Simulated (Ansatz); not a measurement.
# CHN (singlet): the correlation ladder, cc-pVTZ

The task here is to estimate one member of a computed series from the others.

Program: Ansatz 0.2.0, Gaussian basis. Level of theory: cc-pVTZ, core rule «outside noble gas», up to 2 orbitals frozen. These are calculated values, not measurements.

Plan: UHF; CCSD(T) on RHF; CCSD(T) on UHF; BCCD(T) on RHF; CCSDT(Q) on RHF; CCSDT(Q) on UHF; CASSCF and MRCISD+Q, 10 electrons in 9 orbitals; CASSCF and NEVPT4(SD), 10 electrons in 9 orbitals; CASSCF and NEVPT2, 10 electrons in 9 orbitals.

6 further runs of the same task are left out: 6 set aside as unsound or not needed. Runs told in other sessions of the task aren't counted.

**The geometry**

The geometry is a PBE0/def2-TZVP stationary point (not a proven minimum) of the parent state, kept for this charge and spin.

3 atoms, charge 0, spin multiplicity 1.

Atoms are counted from 1 here; the program's logs count them from 0.

Bond lengths: N1–C2 1.276 Å, C2–H3 1.109 Å. Angles: N1–C2–H3 121.1°.

Coordinates:

```mol
CHN
  3D, bonds by distance, orders not assigned

  3  2  0  0  0  0  0  0  0  0999 V2000
    0.0000    0.0792    0.6323 N   0  0
    0.0000   -0.1496   -0.6235 C   0  0
    0.0000    0.6827   -1.3569 H   0  0
  1  2  8  0
  2  3  8  0
M  END
```

Set-up of the first run:

in.yaml

```yaml
crystal:
  periodic: [false, false, false]
  atoms:
    - {symbol: N, position_ang: [0.000000, 0.079164, 0.632274]}
    - {symbol: C, position_ang: [0.000000, -0.149608, -0.623475]}
    - {symbol: H, position_ang: [0.000000, 0.682652, -1.356932]}
basis:
  gaussian: {orbitals: cc-pVTZ}
magnetization: {spin_polarized: true, initial_magnetization: 0}
hamiltonian: {xc: hf}
output: {orbitals: {seedname: orbitals}}
```

Launch:

```bash
$ ansatz run in.yaml --threads 1 --pin off --events-out ev --progress --plain --max-ram 2816MiB --backend cpu
```

Steps of the session up to this table: UHF; CCSD(T) on RHF; CCSD(T) on UHF; BCCD(T) on RHF; CCSDT(Q) on RHF; CCSDT(Q) on UHF; CASSCF and MRCISD+Q, 10 electrons in 9 orbitals; CASSCF and NEVPT4(SD), 10 electrons in 9 orbitals; CASSCF and NEVPT2, 10 electrons in 9 orbitals.

One table of the session follows, with a row left open; its other results are not shown here.

```
            method  from RCCSDT(Q) (meV)
               RHF              +10800.1
               UHF              +10174.9
              RMP2                +772.3
              UMP2               +2414.4
             RCCSD                     ?
             UCCSD                +770.7
          RCCSD(T)                 +62.5
          UCCSD(T)                +184.2
           BCCD(T)                 +67.2
            RCCSDT                 +80.9
            UCCSDT                 +94.0
         RCCSDT(Q)                     0
         UCCSDT(Q)                  +9.4
    CASSCF valence               +5972.5
    NEVPT2 valence               +1053.6
NEVPT4(SD) valence                +113.2
    MRCISD valence                +386.4
  MRCISD+Q valence                 +59.1
```

Estimate the missing values for RCCSD.

As computed: from RCCSDT(Q) (meV): +700.3. In the column «from RCCSDT(Q) (meV)» it lies between MRCISD valence (+386.4) and UCCSD (+770.7).

To keep in mind: The determinant of HF (⟨S²⟩ 0.91) is far from a pure spin state, so its energy mixes those of several spin states; that is harmless only where they are near-degenerate. The determinant of CCSD(T) (⟨S²⟩ 0.91) is far from a pure spin state, so its energy mixes those of several spin states; high orders of coupled cluster remove much of that, low ones don't. The determinant of CCSDT(Q) (⟨S²⟩ 0.91) is far from a pure spin state, so its energy mixes those of several spin states; high orders of coupled cluster remove much of that, low ones don't. Warnings: restricted reference is unstable; spin contamination; large T1 diagnostic. Restricted and unrestricted rows rest on different reference determinants; a gap between their highest levels can come from leftover correlation error, from unlike frozen cores or from another state.
